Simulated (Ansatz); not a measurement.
Z-matrix (Å, degrees):
```
C
C 1 1.323
H 1 1.082 2 120.9
H 1 1.082 2 120.5 3 180.0
C 2 1.449 1 152.4 3 -0.0
C 2 1.424 1 153.2 3 -180.0
H 5 1.077 2 148.6 1 0.0
Cl 6 1.672 2 148.3 1 -0.0
```

The species carries charge 0 and has multiplicity 1.

(1) List the r2SCAN/def2-TZVPP orbital energies in eV (Ansatz 0.2.0). (An estimate is asked.)

## Answers

(1) Computed: Occupied: -2754.60, -275.72, -274.48, -274.26, -272.32, -255.94, -194.56, -194.32, -194.28, -24.80, -22.84, -18.70, -15.28, -14.21, -12.45, -11.03, -10.98, -10.53, -8.73, -8.63, -7.64, -5.31. Lowest empty: -1.52, -0.17, 0.70, 2.12, 2.31, 2.75, 3.46, 4.17.
